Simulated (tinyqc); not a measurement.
ROHF in the sto-3g basis, for CH2, spin multiplicity 3, step by step. One step of it, computed by the program tinyqc.

Question. Iteration 1: building the Fock matrix. J_ij = sum D_kl (ij|kl) with D = D(alpha) + D(beta), K_ij = sum D_kl (ik|jl) for each spin; F = H + J - K(s); E = tr D H + tr D J / 2 - 0.5 sum_s tr D(s) K(s) + E_nn.

D(alpha) at the start, lower triangle:
```
            1C 1s      1C 2s    1C 2px     1C 2py     1C 2pz     2H 1s     3H 1s
1C 1s    1.072421
1C 2s   -0.302617   1.258714
1C 2px   0.000000   0.000000  1.000000
1C 2py  -0.000939   0.005819  0.000000   1.174643
1C 2pz  -0.020981   0.113276  0.000000   0.003000   1.064364
2H 1s    0.035901  -0.142349  0.000000  -0.155605  -0.096522  0.043139
3H 1s    0.034732  -0.137370  0.000000   0.151076  -0.093683  0.001985  0.040914
```

D(beta) at the start, lower triangle:
```
            1C 1s      1C 2s    1C 2px     1C 2py     1C 2pz     2H 1s     3H 1s
1C 1s    1.062503
1C 2s   -0.261745   1.090280
1C 2px   0.000000   0.000000  0.000000
1C 2py  -0.000928   0.005774  0.000000   1.174643
1C 2pz  -0.112465   0.490284  0.000000   0.003100   0.220502
2H 1s    0.038831  -0.154422  0.000000  -0.155608  -0.069498  0.042273
3H 1s    0.037619  -0.149268  0.000000   0.151073  -0.067050  0.001132  0.040073
```

core Hamiltonian H = T + V (hartree), lower triangle:
```
             1C 1s      1C 2s     1C 2px     1C 2py     1C 2pz      2H 1s      3H 1s
1C 1s   -18.596498
1C 2s    -4.485471  -5.542120
1C 2px    0.000000   0.000000  -4.432525
1C 2py   -0.000432  -0.003913   0.000000  -4.569181
1C 2pz   -0.012890  -0.140783   0.000000  -0.001871  -4.481766
2H 1s    -0.775062  -1.904727   0.000000  -1.425313  -0.882808  -3.211533
3H 1s    -0.731057  -1.830832   0.000000   1.381472  -0.855710  -0.403962  -3.164332
```

Two-electron integrals (ij|kl) in chemists' order, unique and non-zero (hartree):
```
(11|11) 3.541948    (21|11) 0.576921    (21|21) 0.111888    (22|11) 0.854682
(22|21) 0.205284    (22|22) 0.624709    (31|31) 0.020296    (32|31) 0.030858
(32|32) 0.137996    (33|11) 0.852436    (33|21) 0.205335    (33|22) 0.624568
(33|33) 0.672833    (41|41) 0.020296    (42|41) 0.030858    (42|42) 0.137996
(43|43) 0.036269    (44|11) 0.852436    (44|21) 0.205335    (44|22) 0.624568
(44|33) 0.600295    (44|44) 0.672833    (51|51) 0.020296    (52|51) 0.030858
(52|52) 0.137996    (53|53) 0.036269    (54|54) 0.036269    (55|11) 0.852436
(55|21) 0.205335    (55|22) 0.624568    (55|33) 0.600295    (55|44) 0.600295
(55|55) 0.672833    (61|11) 0.099053    (61|21) 0.019107    (61|22) 0.035036
(61|33) 0.034918    (61|41) 0.000982    (61|42) 0.001844    (61|44) 0.035187
(61|51) 0.000590    (61|52) 0.001107    (61|54) 0.000162    (61|55) 0.035015
(61|61) 0.003334    (62|11) 0.255359    (62|21) 0.062241    (62|22) 0.210666
(62|33) 0.205455    (62|41) 0.005066    (62|42) 0.036079    (62|44) 0.216795
(62|51) 0.003041    (62|52) 0.021661    (62|54) 0.006808    (62|55) 0.209543
(62|61) 0.011099    (62|62) 0.096044    (63|31) 0.006097    (63|32) 0.032862
(63|43) 0.006904    (63|53) 0.004145    (63|63) 0.011282    (64|11) 0.192629
(64|21) 0.047533    (64|22) 0.170588    (64|33) 0.162071    (64|41) 0.009440
(64|42) 0.059744    (64|44) 0.184373    (64|51) 0.002007    (64|52) 0.016139
(64|54) 0.009244    (64|55) 0.165132    (64|61) 0.008841    (64|62) 0.092261
(64|64) 0.098299    (65|11) 0.115649    (65|21) 0.028537    (65|22) 0.102417
(65|33) 0.097303    (65|41) 0.002007    (65|42) 0.016139    (65|44) 0.102402
(65|51) 0.007302    (65|52) 0.042552    (65|54) 0.009966    (65|55) 0.107431
(65|61) 0.005308    (65|62) 0.055391    (65|64) 0.052243    (65|65) 0.042647
(66|11) 0.416596    (66|21) 0.103241    (66|22) 0.398675    (66|33) 0.377969
(66|41) 0.010047    (66|42) 0.097662    (66|44) 0.423237    (66|51) 0.006032
(66|52) 0.058633    (66|54) 0.027178    (66|55) 0.394286    (66|61) 0.018628
(66|62) 0.235757    (66|64) 0.249425    (66|65) 0.149748    (66|66) 0.774606
(71|11) 0.093395    (71|21) 0.018017    (71|22) 0.033043    (71|33) 0.032933
(71|41) -0.000921   (71|42) -0.001731   (71|44) 0.033185    (71|51) 0.000553
(71|52) 0.001039    (71|54) -0.000151   (71|55) 0.033024    (71|61) 0.003047
(71|62) 0.009830    (71|64) 0.007186    (71|65) 0.004710    (71|66) 0.016244
(71|71) 0.002964    (72|11) 0.244808    (72|21) 0.059688    (72|22) 0.202532
(72|33) 0.197493    (72|41) -0.004852   (72|42) -0.034824   (72|44) 0.208460
(72|51) 0.002912    (72|52) 0.020901    (72|54) -0.006582   (72|55) 0.201444
(72|61) 0.009994    (72|62) 0.064137    (72|64) 0.044817    (72|65) 0.036020
(72|66) 0.121011    (72|71) 0.010037    (72|72) 0.089458    (73|31) 0.005796
(73|32) 0.031394    (73|43) -0.006630   (73|53) 0.003979    (73|63) 0.006942
(73|73) 0.010395    (74|11) -0.186058   (74|21) -0.045920   (74|22) -0.165216
(74|33) -0.156992   (74|41) 0.009012    (74|42) 0.057469    (74|44) -0.178505
(74|51) -0.001930   (74|52) -0.015650   (74|54) 0.008933    (74|55) -0.159965
(74|61) -0.007365   (74|62) -0.045293   (74|64) -0.025756   (74|65) -0.024986
(74|66) -0.080905   (74|71) -0.008046   (74|72) -0.086543   (74|74) 0.092596
(75|11) 0.111669    (75|21) 0.027560    (75|22) 0.099160    (75|33) 0.094224
(75|41) -0.001930   (75|42) -0.015650   (75|44) 0.099178    (75|51) 0.006954
(75|52) 0.040787    (75|54) -0.009603   (75|55) 0.103966    (75|61) 0.004821
(75|62) 0.036201    (75|64) 0.024873    (75|65) 0.026858    (75|66) 0.072130
(75|71) 0.004829    (75|72) 0.051942    (75|74) -0.049336   (75|75) 0.040005
(76|11) 0.049790    (76|21) 0.012188    (76|22) 0.042950    (76|33) 0.041782
(76|41) -0.000006   (76|42) -0.000070   (76|44) 0.043087    (76|51) 0.000986
(76|52) 0.007595    (76|54) -0.000017   (76|55) 0.043935    (76|61) 0.002121
(76|62) 0.017403    (76|64) 0.014566    (76|65) 0.011049    (76|66) 0.039841
(76|71) 0.002001    (76|72) 0.016868    (76|74) -0.014277   (76|75) 0.010766
(76|76) 0.003976    (77|11) 0.408767    (77|21) 0.101322    (77|22) 0.392488
(77|33) 0.372268    (77|41) -0.009719   (77|42) -0.095552   (77|44) 0.416472
(77|51) 0.005833    (77|52) 0.057349    (77|54) -0.026530   (77|55) 0.388191
(77|61) 0.016907    (77|62) 0.124059    (77|64) 0.082161    (77|65) 0.073512
(77|66) 0.242982    (77|71) 0.017227    (77|72) 0.226344    (77|74) -0.241008
(77|75) 0.144648    (77|76) 0.039841    (77|77) 0.774606
```

nuclear repulsion = 5.25267931 hartree

Give: Coulomb J; exchange K(alpha); exchange K(beta); F(alpha); F(beta); total energy of this density.

Answer.

Coulomb J (hartree), lower triangle:
```
         1C 1s   1C 2s  1C 2px  1C 2py  1C 2pz  2H 1s  3H 1s
1C 1s   12.367
1C 2s    2.415   5.518
1C 2px   0.000   0.000   5.489
1C 2py   0.000  -0.001   0.000   5.551
1C 2pz   0.022   0.097   0.000   0.000   5.497
2H 1s    0.414   1.805   0.000   1.434   0.877  3.265
3H 1s    0.391   1.734   0.000  -1.388   0.849  0.364  3.213
```

exchange K(alpha) (hartree), lower triangle:
```
        1C 1s  1C 2s  1C 2px  1C 2py  1C 2pz  2H 1s  3H 1s
1C 1s   3.659
1C 2s   0.675  1.100
1C 2px  0.000  0.000   0.909
1C 2py  0.000  0.000   0.000   0.904
1C 2pz  0.000  0.000   0.000   0.000   0.907
2H 1s   0.123  0.312   0.000   0.189   0.112  0.163
3H 1s   0.116  0.299   0.000  -0.182   0.108  0.062  0.151
```

exchange K(beta) (hartree), lower triangle:
```
        1C 1s  1C 2s  1C 2px  1C 2py  1C 2pz  2H 1s  3H 1s
1C 1s   3.615
1C 2s   0.617  0.749
1C 2px  0.000  0.000   0.184
1C 2py  0.000  0.000   0.000   0.814
1C 2pz  0.012  0.276   0.000   0.000   0.291
2H 1s   0.112  0.253   0.000   0.176   0.117  0.143
3H 1s   0.105  0.242   0.000  -0.169   0.112  0.050  0.132
```

F(alpha) (hartree), lower triangle:
```
         1C 1s   1C 2s  1C 2px  1C 2py  1C 2pz   2H 1s   3H 1s
1C 1s   -9.888
1C 2s   -2.746  -1.125
1C 2px   0.000   0.000   0.147
1C 2py   0.000  -0.004   0.000   0.078
1C 2pz   0.009  -0.044   0.000  -0.002   0.109
2H 1s   -0.484  -0.412   0.000  -0.180  -0.118  -0.109
3H 1s   -0.456  -0.396   0.000   0.175  -0.115  -0.102  -0.102
```

F(beta) (hartree), lower triangle:
```
         1C 1s   1C 2s  1C 2px  1C 2py  1C 2pz   2H 1s   3H 1s
1C 1s   -9.844
1C 2s   -2.687  -0.773
1C 2px   0.000   0.000   0.873
1C 2py   0.000  -0.004   0.000   0.168
1C 2pz  -0.002  -0.320   0.000  -0.002   0.724
2H 1s   -0.472  -0.353   0.000  -0.167  -0.122  -0.090
3H 1s   -0.446  -0.339   0.000   0.162  -0.119  -0.089  -0.084
```

total energy of this density = -36.91206 hartree
